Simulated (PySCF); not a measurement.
Numbering as in the mapped SMILES `[CH3:1][CH2:2][OH:3]`. Hydrogens are named by the atom that carries them.

GIAO shifts from PySCF 2.14.0 with density-fitted response routines on PBE0-D3(BJ)/def2-SVP geometries (one conformer, non-relativistic, equivalent nuclei averaged), against TMS at the same level and in the same medium; PCM means IEF-PCM chloroform.

Measured (solution, not stated per compound (mostly CDCl3 or CCl4); Pretsch, Buehlmann, Badertscher, Structure Determination of Organic Compounds, 4th ed. (2009)): C1 18.2, C2 57.8, H(C1) 1.24, H(C2) 3.71 ppm.

Q: Which unscaled values do PBE0/pcSseg-1, gas; PBE0/pcSseg-1, PCM; WP04/pcSseg-1, PCM; wB97X-D/pcSseg-1, PCM give, and how close are they?

A: 
| atoms | measured | PBE0/pcSseg-1, gas | PBE0/pcSseg-1, PCM | WP04/pcSseg-1, PCM | wB97X-D/pcSseg-1, PCM |
| --- | --- | --- | --- | --- | --- |
| C1 | 18.2 | 21.8 | 21.7 | 22.5 | 21.8 |
| C2 | 57.8 | 60.6 | 61.3 | 63.6 | 60.8 |
| H(C1) | 1.24 | 1.12 | 1.16 | 1.15 | 1.17 |
| H(C2) | 3.71 | 3.61 | 3.65 | 3.49 | 3.60 |

Mean absolute error for ¹³C: PBE0/pcSseg-1, gas 3.2, PBE0/pcSseg-1, PCM 3.5, WP04/pcSseg-1, PCM 5.1, wB97X-D/pcSseg-1, PCM 3.3 ppm.

Mean absolute error for ¹H: PBE0/pcSseg-1, gas 0.11, PBE0/pcSseg-1, PCM 0.07, WP04/pcSseg-1, PCM 0.15, wB97X-D/pcSseg-1, PCM 0.09 ppm.
